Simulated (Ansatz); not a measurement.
A structure relaxed at PBE0-D4/def2-TZVP in Ansatz, charge 0, doublet:

Cartesian coordinates in Å:
```
P 0.972 0.636 -0.004
P 0.122 -1.246 0.114
P -1.094 0.610 -0.110
```

Task: Give its formula and point group.

Result: the cluster P₃ (the lowest doublet isomer of a short search). Point group C2v (tolerance 0.1 Å).

Task: Summarise the bond lengths by kind (pairs closer than 1.2 times the sum of covalent radii, bridged metal pairs left out).

Result: 3 × P–P 2.07 to 2.23 Å.

The structure comes from a short search, and lower isomers may exist.
